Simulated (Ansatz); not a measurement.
**AlCl₂ radical: up Jacob's ladder to CCSD(T)**

One table from this session's results is given with a row withheld; the runs are named, their logs left out.

Method: functionals in def2-TZVPP, the program's frozen cores in correlated methods; program: Ansatz 0.2.0, Gaussian basis.

The runs, in order: LDA (SPW92), PBE-D4, revPBE-D4, BLYP-D4, r2SCAN-D4, B97M-V, PBE0-D4, B3LYP-D4, r2SCANh-D4, r2SCAN0-D4, HSE06-D4, BHLYP-D4, CAM-B3LYP-D4, LC-ωPBE, ωB97X-V, ωB97M-V, B2PLYP, PBE-QIDH; CCSD(T)/def2-SVP; CCSD(T)/def2-TZVPP; MP2/def2-QZVPP; extrapolation to the limit; RPA on PBE.

**Structure used throughout**

All runs share one geometry, relaxed beforehand with PBE0-D4 in a triple-zeta def2 set.

SMILES `[Cl][Al][Cl]`, 3 atoms, charge 0, spin multiplicity 2.

Atoms are counted from 1 here; the program's logs count them from 0.

Bond lengths: Cl1–Al2 2.102 Å, Al2–Cl3 2.102 Å. Angles: Cl1–Al2–Cl3 118.9°.

The first run:

The input, in.yaml:

```yaml
crystal:
  periodic: [false, false, false]
  atoms:
    - {symbol: Cl, position_ang: [1.374825, 0.868287, 0.838685]}
    - {symbol: Al, position_ang: [-0.432106, 0.520678, -0.177210]}
    - {symbol: Cl, position_ang: [-0.953620, -1.453765, -0.674675]}
basis:
  gaussian: {orbitals: def2-TZVPP}
magnetization: {spin_polarized: true, initial_magnetization: 1}
hamiltonian: {xc: lda}
output: {orbitals: {seedname: orbitals}}
```

Among the steps run: LDA; PBE-D4 (GGA); revPBE-D4 (GGA); BLYP-D4 (GGA); r2SCAN-D4 (meta-GGA); B97M-V (meta-GGA); PBE0-D4 (hybrid); B3LYP-D4 (hybrid); r2SCANh-D4 (hybrid); r2SCAN0-D4 (hybrid); HSE06-D4 (hybrid); BHLYP-D4 (hybrid); CAM-B3LYP-D4 (range-separated); LC-ωPBE-D4 (range-separated; the results give it without D4); ωB97X-V (range-separated); ωB97M-V (range-separated); B2PLYP (double hybrid); PBE-QIDH (double hybrid).

One table of the session follows, with a row left open; its other results are not shown here.

It belongs to the step «Orbital energies across the functionals». 

```
  functional  HOMO (eV)  LUMO (eV)  gap (eV)
 LDA (SPW92)      -5.65      -4.47      1.18
      PBE-D4      -5.63      -4.10      1.53
   revPBE-D4      -5.61      -3.94      1.67
     BLYP-D4          ?          ?         ?
   r2SCAN-D4      -5.95      -3.59      2.36
      B97M-V      -5.59      -4.52      1.08
     PBE0-D4      -6.69      -3.29      3.40
    B3LYP-D4      -6.43      -3.66      2.77
  r2SCANh-D4      -6.33      -3.36      2.97
  r2SCAN0-D4      -6.90      -3.03      3.87
    HSE06-D4      -6.29      -3.66      2.63
    BHLYP-D4      -7.56      -2.62      4.94
CAM-B3LYP-D4      -7.87      -2.51      5.36
     LC-ωPBE      -9.24      -1.13      8.12
     ωB97X-V      -8.75      -1.62      7.13
     ωB97M-V      -8.35      -1.85      6.50
```

**Question.** Estimate the row for BLYP-D4.

Worked estimate for «HOMO (eV)». Against the share of exact exchange, B3LYP-D4 (0.2, -6.43), BHLYP-D4 (0.5, -7.56) give a slope of -3.77 per unit share; at 0 the line stands at -5.68.

As computed: HOMO (eV): -5.42; LUMO (eV): -4.12; gap (eV): 1.31. In «HOMO (eV)» the line misses by -0.26.
